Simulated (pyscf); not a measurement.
Four-centre exchange: H₂N–SiH₂–F + SiH₄ → H₂N–SiH₃ + F–SiH₃

Gas phase, singlet surface, charge 0. Bonds broken: N1–Si2, Si8–H9. Bonds formed: N1–Si8, Si2–H9. Structures and frequencies: ωB97X-D3(BJ)/def2-SVP in PySCF.

Transition state (Å):

```xyz
12

N     -1.1891    -0.9186    -0.5458
Si     0.4938    -0.2394    -0.8817
F      1.0310    -1.4946    -1.8143
H     -1.8259    -0.7401    -1.3279
H     -1.2438    -1.9260    -0.3691
H      1.3999    -0.3328     0.2827
H      0.5192     0.8764    -1.8554
Si    -1.6136     0.2993     0.9701
H     -0.3426     1.0102     0.1731
H     -2.9360    -0.4399     1.1199
H     -2.1305     1.6977     1.1968
H     -0.7644    -0.2119     2.0833
```

One imaginary mode, 354i cm⁻¹; descent along it reached the two sides named, in the forms told below.

| bond | change | reactant side (Å) | saddle | product side |
|---|---|---|---|---|
| N1–Si2 | breaks | 1.718 | 1.846 | 2.9 |
| Si8–H9 | breaks | 1.490 | 1.660 | 3.1 |
| N1–Si8 | forms | 3.2 | 1.990 | 1.743 |
| Si2–H9 | forms | 3.1 | 1.837 | 1.489 |

Electronic energies relative to the separated reactants (kcal/mol):

| level | barrier | reaction energy | reverse barrier |
|---|---|---|---|
| ωB97X-D3(BJ)/def2-TZVP | 23.7 | +7.9 | 15.8 |
| PBE/def2-TZVP | 24.1 | +8.4 | 15.8 |
| r²SCAN/def2-TZVP | 24.7 | +8.3 | 16.3 |
| B3LYP-D3(BJ)/def2-TZVP | 27.6 | +7.9 | 19.6 |
| PBE0-D3(BJ)/def2-TZVP | 22.7 | +8.2 | 14.6 |
| M06-2X/def2-TZVP | 26.7 | +7.8 | 18.8 |
| ωB97M-D3(BJ)/def2-TZVP | 26.4 | +8.1 | 18.2 |
| HF/def2-TZVP | 43.5 | +7.0 | 36.5 |

With ωB97M-D3(BJ)/def2-TZVP energies and thermal terms (ideal gas, 1 atm, RRHO with modes under 100 cm⁻¹ raised to 100, one conformer, R ln 2 for chiral ones without a mode under 150 cm⁻¹), in kcal/mol:

```json
[
 {"T (K)": "298", "ΔH‡": "27.6", "ΔG‡": "38.8", "ΔH": "+8.2", "ΔG": "+7.1"},
 {"T (K)": "600", "ΔH‡": "27.5", "ΔG‡": "50.3", "ΔH": "+8.1", "ΔG": "+6.0"},
 {"T (K)": "900", "ΔH‡": "27.8", "ΔG‡": "61.6", "ΔH": "+8.1", "ΔG": "+4.9"},
 {"T (K)": "1200", "ΔH‡": "28.4", "ΔG‡": "72.8", "ΔH": "+8.1", "ΔG": "+3.8"}
]
```

On the product side the descent ends in a complex (not fully relaxed), 4.0 kcal/mol under the separated species and 19.8 kcal/mol under the saddle at ωB97X-D3(BJ)/def2-TZVP. One saddle was located; it need not be the lowest between these sides.
